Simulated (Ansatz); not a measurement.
in.yaml

```yaml
crystal:
  periodic: [false, false, false]
  atoms:
    - {symbol: Si, position_ang: [0.000000, 0.000000, 0.000000]}
    - {symbol: Ge, position_ang: [0.000000, 0.000000, 2.463500]}
basis:
  gaussian: {orbitals: 6-31G}
total_charge: -1
magnetization: {spin_polarized: false, initial_magnetization: 6}
hamiltonian: {xc: {name: PBE}}
correlation: {method: bccd, electrons: all}
output: {forces: true}
```

```sh
$ ansatz run in.yaml --threads 1 --pin off --events-out ev --progress --plain --max-ram 2393MiB
```

Problem. One thing in this input was set wrong on purpose, beside settings that are merely unusual. What is the gravest fault, and what does the program do?

Solution. Multiplicity of wrong parity. How the run ends: refused.
```
Error: a molecule whose nuclei and cores have a total charge of 46 cannot have a net charge of -1 together with 6 unpaired electrons
```
